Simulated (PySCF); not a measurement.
**SiPH4 (SMILES [SiH2]P) at UM06-2X/STO-6G**

Aim: the vertical doublet–quartet gap of SiPH4 at UM06-2X/STO-6G, from 2 runs. 

Program for the calculation: PySCF 2.14.0.

10 further runs of the same task are left out: 1 that didn't finish, 9 set aside as unsound or not needed.

## (1) The molecule

The species is SiPH4 (6 atoms), meant as a doublet with charge 0. SMILES: `[SiH2]P`. The shape is that of a GFN2-xTB optimisation. This is one conformer, not always the lowest.

Bond lengths: Si1–P2 2.220 Å, Si1–H3 1.467 Å, Si1–H4 1.466 Å, P2–H5 1.384 Å, P2–H6 1.384 Å. Angles: Si1–P2–H5 96.4°, Si1–P2–H6 96.4°, P2–Si1–H3 109.7°, P2–Si1–H4 109.7°, H5–P2–H6 92.6°, H3–Si1–H4 109.1°.

## (2) A single-point energy at UM06-2X/STO-6G

The input, input.py:

```python
from pyscf import gto, dft

molecule = gto.M(
    atom=[
    ('Si', (0.127020, -0.986120, -0.104660)),
    ('P', (-0.338670, 1.170000, 0.142220)),
    ('H', (-0.300620, -1.724700, 1.087920)),
    ('H', (-0.579260, -1.514310, -1.276300)),
    ('H', (0.434680, 1.617150, -0.915300)),
    ('H', (0.656850, 1.437980, 1.066130)),
],
    verbose=4,
    max_memory=1860,
    basis='sto-6g',
    spin=1,
)

ks = dft.UKS(molecule)
ks.xc = 'm06-2x'
ks.grids.level = 5
ks.conv_tol = 1e-10
ks.kernel()
if not ks.converged:
    ks = ks.newton().run(ks.mo_coeff, ks.mo_occ)

e_final = ks.e_tot
print('E = %.10f Eh' % e_final)
```

Run with:

```sh
$ OMP_NUM_THREADS=1 python input.py
```

What it wrote:

```text
PySCF version 2.14.0

[INPUT] num. atoms = 6
[INPUT] num. electrons = 33
[INPUT] charge = 0
[INPUT] spin (= nelec alpha-beta = 2S) = 1
[INPUT] symmetry False subgroup None
[INPUT] Mole.unit = angstrom
[INPUT] Symbol           X                Y                Z      unit          X                Y                Z       unit  Magmom
[INPUT]  1 Si     0.127020000000  -0.986120000000  -0.104660000000 AA    0.240033012342  -1.863496725956  -0.197778736197 Bohr   0.0
[INPUT]  2 P     -0.338670000000   1.170000000000   0.142220000000 AA   -0.639993546606   2.210979565741   0.268756849436 Bohr   0.0
[INPUT]  3 H     -0.300620000000  -1.724700000000   1.087920000000 AA   -0.568089467567  -3.259210647037   2.055870845437 Bohr   0.0
[INPUT]  4 H     -0.579260000000  -1.514310000000  -1.276300000000 AA   -1.094642754916  -2.861631167690  -2.411857452782 Bohr   0.0
[INPUT]  5 H      0.434680000000   1.617150000000  -0.915300000000 AA    0.821426151826   3.055970602340  -1.729666321814 Bohr   0.0
[INPUT]  6 H      0.656850000000   1.437980000000   1.066130000000 AA    1.241266604921   2.717388372602   2.014693713183 Bohr   0.0

nuclear repulsion = 83.3229545422204
number of shells = 14
number of NR pGTOs = 132
number of NR cGTOs = 22
basis = sto-6g
ecp = {}

******** <class 'pyscf.dft.uks.UKS'> ********
method = UKS
initial guess = minao
damping factor = 0
level_shift factor = 0
DIIS = <class 'pyscf.scf.diis.CDIIS'>
diis_start_cycle = 1
diis_space = 8
diis_damp = 0
SCF conv_tol = 1e-10
SCF conv_tol_grad = None
SCF max_cycles = 50
direct_scf = True
direct_scf_tol = 1e-13
number electrons alpha = 17  beta = 16
XC library pyscf.dft.libxc version 7.0.0
    S. Lehtola, C. Steigemann, M. J.T. Oliveira, and M. A.L. Marques.,  SoftwareX 7, 1–5 (2018)
XC functionals = m06-2x
    Y. Zhao and D. G. Truhlar.,  Theor. Chem. Acc. 120, 215 (2008)
    Y. Zhao and D. G. Truhlar.,  Theor. Chem. Acc. 120, 215 (2008)
radial grids:
    Treutler-Ahlrichs [JCP 102, 346 (1995); DOI:10.1063/1.469408] (M4) radial grids

becke partition: Becke, JCP 88, 2547 (1988); DOI:10.1063/1.454033
pruning grids: <function nwchem_prune>
grids dens level: 5
symmetrized grids: False
atomic radii adjust function: <function treutler_atomic_radii_adjust>
small_rho_cutoff = 0
Set gradient conv threshold to 1e-05
tot grids = 181304
init E= -630.47716553355
[... the frontier-level lines of each cycle are left out ...]


cycle= 1 E= -630.815878624867  delta_E= -0.339  |g|= 0.0803  |ddm|= 1.95
cycle= 2 E= -630.823122213931  delta_E= -0.00724  |g|= 0.038  |ddm|= 0.245
cycle= 3 E= -630.824722946778  delta_E= -0.0016  |g|= 0.0115  |ddm|= 0.0969
cycle= 4 E= -630.824996480681  delta_E= -0.000274  |g|= 0.00276  |ddm|= 0.0451
cycle= 5 E= -630.825026348626  delta_E= -2.99e-05  |g|= 0.000852  |ddm|= 0.0184
cycle= 6 E= -630.825028928147  delta_E= -2.58e-06  |g|= 0.000226  |ddm|= 0.0057
cycle= 7 E= -630.825029069456  delta_E= -1.41e-07  |g|= 5.99e-05  |ddm|= 0.00127
cycle= 8 E= -630.825029079599  delta_E= -1.01e-08  |g|= 1.6e-05  |ddm|= 0.000316
cycle= 9 E= -630.825029080333  delta_E= -7.34e-10  |g|= 3.58e-06  |ddm|= 8.49e-05
cycle= 10 E= -630.82502908037  delta_E= -3.77e-11  |g|= 6.88e-07  |ddm|= 1.9e-05
Extra cycle  E= -630.82502908037  delta_E= -1.14e-13  |g|= 2.95e-07  |ddm|= 2.5e-06
converged SCF energy = -630.82502908037  <S^2> = 0.75125037  2S+1 = 2.00125
E = -630.8250290804 Eh
```

Run time: 14 s. Hardware: 1 thread of Arm Neoverse V1, shared host; peak memory 0.23 GiB.

## (3) The quartet, same level

The input, calc.py:

```python
from pyscf import gto, dft

mol = gto.Mole()
mol.atom = '''
Si       0.127020      -0.986120      -0.104660
P       -0.338670       1.170000       0.142220
H       -0.300620      -1.724700       1.087920
H       -0.579260      -1.514310      -1.276300
H        0.434680       1.617150      -0.915300
H        0.656850       1.437980       1.066130
'''
mol.basis = 'sto-6g'
mol.spin = 3
mol.max_memory = 1860
mol.verbose = 4
mol.build()

ks = dft.UKS(mol)
ks.xc = 'm06-2x'
ks.grids.level = 5
ks.conv_tol = 1e-10
ks.kernel()
if not ks.converged:
    ks = ks.newton().run(ks.mo_coeff, ks.mo_occ)

e_tot = ks.e_tot
print('E = %.10f Eh' % e_tot)
```

Run with:

```sh
$ OMP_NUM_THREADS=1 python calc.py
```

What it wrote:

```text
PySCF version 2.14.0

[INPUT] num. atoms = 6
[INPUT] num. electrons = 33
[INPUT] charge = 0
[INPUT] spin (= nelec alpha-beta = 2S) = 3
[INPUT] symmetry False subgroup None
[INPUT] Mole.unit = angstrom
[INPUT] Symbol           X                Y                Z      unit          X                Y                Z       unit  Magmom
[INPUT]  1 Si     0.127020000000  -0.986120000000  -0.104660000000 AA    0.240033012342  -1.863496725956  -0.197778736197 Bohr   0.0
[INPUT]  2 P     -0.338670000000   1.170000000000   0.142220000000 AA   -0.639993546606   2.210979565741   0.268756849436 Bohr   0.0
[INPUT]  3 H     -0.300620000000  -1.724700000000   1.087920000000 AA   -0.568089467567  -3.259210647037   2.055870845437 Bohr   0.0
[INPUT]  4 H     -0.579260000000  -1.514310000000  -1.276300000000 AA   -1.094642754916  -2.861631167690  -2.411857452782 Bohr   0.0
[INPUT]  5 H      0.434680000000   1.617150000000  -0.915300000000 AA    0.821426151826   3.055970602340  -1.729666321814 Bohr   0.0
[INPUT]  6 H      0.656850000000   1.437980000000   1.066130000000 AA    1.241266604921   2.717388372602   2.014693713183 Bohr   0.0

nuclear repulsion = 83.3229545422204
number of shells = 14
number of NR pGTOs = 132
number of NR cGTOs = 22
basis = sto-6g
ecp = {}

******** <class 'pyscf.dft.uks.UKS'> ********
method = UKS
initial guess = minao
damping factor = 0
level_shift factor = 0
DIIS = <class 'pyscf.scf.diis.CDIIS'>
diis_start_cycle = 1
diis_space = 8
diis_damp = 0
SCF conv_tol = 1e-10
SCF conv_tol_grad = None
SCF max_cycles = 50
direct_scf = True
direct_scf_tol = 1e-13
number electrons alpha = 18  beta = 15
XC library pyscf.dft.libxc version 7.0.0
    S. Lehtola, C. Steigemann, M. J.T. Oliveira, and M. A.L. Marques.,  SoftwareX 7, 1–5 (2018)
XC functionals = m06-2x
    Y. Zhao and D. G. Truhlar.,  Theor. Chem. Acc. 120, 215 (2008)
    Y. Zhao and D. G. Truhlar.,  Theor. Chem. Acc. 120, 215 (2008)
radial grids:
    Treutler-Ahlrichs [JCP 102, 346 (1995); DOI:10.1063/1.469408] (M4) radial grids

becke partition: Becke, JCP 88, 2547 (1988); DOI:10.1063/1.454033
pruning grids: <function nwchem_prune>
grids dens level: 5
symmetrized grids: False
atomic radii adjust function: <function treutler_atomic_radii_adjust>
small_rho_cutoff = 0
Set gradient conv threshold to 1e-05
tot grids = 181304
init E= -630.47716553355
[... the frontier-level lines of each cycle are left out ...]


cycle= 1 E= -630.488135235699  delta_E= -0.011  |g|= 0.0868  |ddm|= 2.75


cycle= 2 E= -630.500298554545  delta_E= -0.0122  |g|= 0.0278  |ddm|= 0.363


cycle= 3 E= -630.50192665018  delta_E= -0.00163  |g|= 0.0119  |ddm|= 0.13


cycle= 4 E= -630.502377547836  delta_E= -0.000451  |g|= 0.00376  |ddm|= 0.0884


cycle= 5 E= -630.502427304364  delta_E= -4.98e-05  |g|= 0.000961  |ddm|= 0.0334


cycle= 6 E= -630.502431153593  delta_E= -3.85e-06  |g|= 0.000295  |ddm|= 0.00802


cycle= 7 E= -630.502431743328  delta_E= -5.9e-07  |g|= 0.00018  |ddm|= 0.003


cycle= 8 E= -630.502432059574  delta_E= -3.16e-07  |g|= 8.63e-05  |ddm|= 0.0033


cycle= 9 E= -630.502432164569  delta_E= -1.05e-07  |g|= 3.01e-05  |ddm|= 0.0029


cycle= 10 E= -630.502432178006  delta_E= -1.34e-08  |g|= 2.08e-05  |ddm|= 0.000935


cycle= 11 E= -630.50243218928  delta_E= -1.13e-08  |g|= 9.39e-06  |ddm|= 0.0013


cycle= 12 E= -630.502432191622  delta_E= -2.34e-09  |g|= 2.01e-06  |ddm|= 0.000785


cycle= 13 E= -630.502432191674  delta_E= -5.26e-11  |g|= 3.69e-07  |ddm|= 0.00012


Extra cycle  E= -630.502432191675  delta_E= -1.14e-12  |g|= 1.62e-07  |ddm|= 1.97e-06
converged SCF energy = -630.502432191675  <S^2> = 3.755486  2S+1 = 4.0027421
E = -630.5024321917 Eh
```

It took 11 s on 1 thread of Arm Neoverse V1, shared host; peak memory 0.23 GiB.

## (4) Results

Level: UM06-2X/STO-6G.

| quantity | value |
| --- | --- |
| doublet: total energy | -630.82503 Eh |
| doublet: dipole moment | 1.05 D |
| doublet: HOMO energy (highest over α and β) | -3.67 eV |
| doublet: LUMO energy (lowest over α and β) | 2.57 eV |
| doublet: ⟨S²⟩ | 0.751 |
| quartet: total energy | -630.50243 Eh |
| quartet: dipole moment | 2.73 D |
| quartet: ⟨S²⟩ | 3.755 |
| vertical energy of the quartet above the doublet | 8.778 eV |

What this shows: At this shape the quartet lies 8.78 eV (202 kcal/mol) above the doublet. In a minimal basis such a difference can be off by several eV, whatever the method.
